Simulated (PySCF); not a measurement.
## Spin states of NH

Unrestricted PBE0; PySCF, no relativity, basis sets H def2-TZVPPD, N def2-TZVPPD. Outer shells of the fragments: H 1s1; N 2s2 2p3.

Followed along the bond (rough minima from three points):

```csv
2Ms+1,unpaired,⟨S²⟩ at the start,R at minimum (Å),Te (eV)
3,π ↑↑,2.01,1.04,0.00
1,π ↑↓,1.00,1.04,0.60
```

Solutions found at the starting distance of 0.975 Å, counted from the lowest of them; the search is not exhaustive and high or unbound solutions are not listed, so other states can lie among these:

```tsv
2Ms+1	unpaired	term	E (eV)	⟨S²⟩	⟨Lz²⟩	μ (D)
3	π ↑↑	³Σ⁻	0.00	2.01	0.00	-1.56
1	π ↑↓	mixed	0.60	1.00	2.01	-1.54
1	none	mixed	2.42	0.00	2.00	-1.53
3	σ ↑, π ↑	³Π	3.62	2.01	1.01	-1.10
1	σ ↓, π ↑	mixed	4.39	1.01	1.01	-1.23
5	σ ↑↑, π ↑↑	⁵Σ⁻	9.23	6.00	0.00	2.50
```

A term symbol is given only where ⟨S²⟩ and ⟨Lz²⟩ are close to those of a pure state; real π, δ and φ orbitals otherwise mix terms. A positive dipole means H(−)N(+).

The measured ground state is X ³Σ- (Huber and Herzberg, Constants of Diatomic Molecules (1979)).

Counting both spins, an empty level lies below a filled one in some of these solutions, because spin and occupation are held.
